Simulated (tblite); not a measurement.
Species: C4H9S (doublet state).
Structure used (GFN2-xTB), in Å, numbered top down from 1:
```xyz
14
C4H9S angstrom
C      1.8948   -0.3853    0.2603
C      1.2027    0.9189    0.4070
S      0.0409    1.5338   -0.6857
C     -1.1059    0.1183   -0.9464
C     -1.7792   -0.2957    0.3467
H      2.9218   -0.2456   -0.0934
H      1.3813   -1.0413   -0.4381
H      1.9568   -0.8917    1.2267
H      1.6975    1.6976    0.9617
H     -0.5449   -0.7021   -1.3912
H     -1.8265    0.4881   -1.6743
H     -1.0351   -0.5921    1.0832
H     -2.4490   -1.1349    0.1674
H     -2.3558    0.5315    0.7541
```

Computed values, GFN2-xTB/tblite, gas phase, harmonic and unscaled. This tight-binding method is rough: wavenumbers can miss measured ones by several per cent, in bad cases by 10 to 20. One conformer, not necessarily the lowest. Open shells enter through the occupations alone, without spin polarisation, and single modes of such species can be off by tens of per cent.

Harmonic wavenumbers (cm⁻¹): 30.1, 73.1, 157.2, 180.4, 239.6, 312.4, 391.7, 474.8, 652.2, 767.2, 787.1, 1000.9, 1006.0, 1010.5, 1032.0, 1079.9, 1133.8, 1219.3, 1238.7, 1275.0, 1397.2, 1403.4, 1449.6, 1464.6, 1483.6, 1487.4, 1494.9, 2913.3, 2962.8, 2990.0, 3009.0, 3021.0, 3036.1, 3039.9, 3043.5, 3104.2.

A = 5232, B = 2951, C = 2227 MHz; mass 89.042 u (most abundant isotopes); point group C1, symmetry number 1; spin multiplicity 2.

Question: Zero-point energy?

Answer: Half the sum of the wavenumbers: 25681 cm⁻¹ = 73.43 kcal/mol.

Question: Entropy at 350 K, 1 bar (ideal gas, RRHO, classical rotation)?

Answer: Translation 40.19, rotation 27.12, vibration 24.54, spin (R ln 2) 1.38: S = 93.2 cal/(mol K).

Question: And Cp and H(350 K) − H(0)?

Answer: Cp = 30.63 cal/(mol K), of which vibrations give 22.68 (their classical limit is 36 R = 71.5); H(350 K) − H(0) = 6.97 kcal/mol without the zero-point energy, 4.19 from vibrations.

Question: Which modes carry the vibrational entropy at 350 K?

Answer: 30.1 cm⁻¹: 6.14; 73.1 cm⁻¹: 4.38; 157.2 cm⁻¹: 2.89; 180.4 cm⁻¹: 2.63; 239.6 cm⁻¹: 2.10; 312.4 cm⁻¹: 1.62 cal/(mol K); the other 30 give 4.79 together.

Question: How do the functions run with temperature in this model?

Answer: 
```csv
T (K),S (cal/(mol K)),Cp (cal/(mol K)),H − H(0) (kcal/mol),G − H(0) (kcal/mol),ln q(vib)
50,56.6,12.1,0.50,-2.33,0.69
100,66.2,15.8,1.20,-5.42,1.71
298.15,88.6,27.3,5.47,-20.95,5.43
373.15,95.2,32.1,7.69,-27.84,6.73
500,105.7,39.5,12.25,-40.60,8.87
750,123.9,50.4,23.56,-69.36,12.92
1000,139.5,57.9,37.15,-102.33,16.73
```

q(vib) and H(0) count from the zero-point level.

Question: What must be added to the electronic energy to get the Gibbs energy at 350 K and 1 bar?

Answer: ZPE + [H(350 K) − H(0)] − T·S = 73.43 + 6.97 − 32.63 = 47.77 kcal/mol.

Question: Blend soft modes into free rotors: weight 1/[1 + (100 cm⁻¹/ν̃)⁴] for the oscillator and the rest for a rotor with moment μB/(μ + B), μ = h/(8π²ν), B = 10⁻⁴⁴ kg m². What vibrational entropy results?

Answer: 21.75 cal/(mol K) in place of 24.54, which changes −T·S at 350 K by +0.98 kcal/mol.

Hindered rotation and anharmonicity are outside this model. Other conformers, if any are populated, would add a mixing term that is left out. The structure is chiral; the term R ln 2 for an equal mix with its mirror image is left out.
